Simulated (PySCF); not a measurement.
NH: from constants to spectrum

PBE0 constants of NH, ³Σ⁻ (triplet), unpaired electrons π ↑↑ (PySCF, no relativity, basis sets H def2-TZVP, N def2-TZVP; masses 1.0078 and 14.0031 u):

* ωe: 3297.6 cm⁻¹
* ωexe: 68.1 cm⁻¹
* Be: 16.589 cm⁻¹
* αe: 0.601 cm⁻¹
* D (centrifugal): 0.00168 cm⁻¹
* De to H + N: 3.66 eV

(1) Give the vibrational terms G(v) and spacings up to v = 6.

(2) How well does the Morse estimate ωe²/(4ωexe) reproduce De, and what is D0?

Measured values (Huber and Herzberg, Constants of Diatomic Molecules (1979)): ωe = 3282.27 cm⁻¹, ωexe = 78.35 cm⁻¹, Be = 16.6993 cm⁻¹, αe = 0.649 cm⁻¹.

The state is the lowest determinant that a PBE0 search found; another state may lie lower at other levels.

## Answers

(1) G(v) = ωe(v+½) − ωexe(v+½)².

| v | G(v) (cm⁻¹) | G(v) − G(v−1) | Bv (cm⁻¹) |
| --- | --- | --- | --- |
| 0 | 1632 |  | 16.29 |
| 1 | 4793 | 3161 | 15.69 |
| 2 | 7818 | 3025 | 15.09 |
| 3 | 10707 | 2889 | 14.49 |
| 4 | 13460 | 2753 | 13.88 |
| 5 | 16077 | 2617 | 13.28 |
| 6 | 18557 | 2480 | 12.68 |

(2) It gives 4.95 eV, 135 % of the computed De. D0 = De − G(0) = 3.66 − 0.20 = 3.46 eV.
